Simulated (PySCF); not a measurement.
SiC⁺, CCSD(T): how much the basis matters

PySCF, UHF reference; quartet, unpaired electrons σ ↑, π ↑↑; De to Si⁺ + C without counterpoise correction. Frozen cores follow the default of each basis and core potential.

```csv
basis,relativity,functions,Re (Å),ωe (cm⁻¹),De (eV),frozen orbitals
def2-SVP,no relativity,32,1.825,853,3.30,6
"6-311G(d,p)",no relativity,44,1.819,850,3.25,6
def2-TZVPPD,no relativity,85,1.820,840,3.48,6
```

Problem. How does each smaller set differ from the one with most functions, def2-TZVPPD?

Solution. def2-SVP: +0.5 pm, +1.5 % in ωe, -0.18 eV in De; 6-311G(d,p): -0.1 pm, +1.2 % in ωe, -0.23 eV in De. All at CCSD(T); the set with most functions is neither the basis-set limit nor always the best.

Correlated steps freeze 6 core orbitals. Correlated levels converge slowly with the basis: in double zeta they bind strong bonds too weakly, by up to about 1 eV, and carry superposition errors of some tenths. For an ion De counts to the pair picked by the measured ionisation energies or electron affinities, which need not be the lowest pair at this level. The CCSD T1 diagnostic is raised in SiC⁺, a sign that a single reference may not be enough there. The state is the lowest determinant that a PBE0 search found; another state may lie lower at other levels.
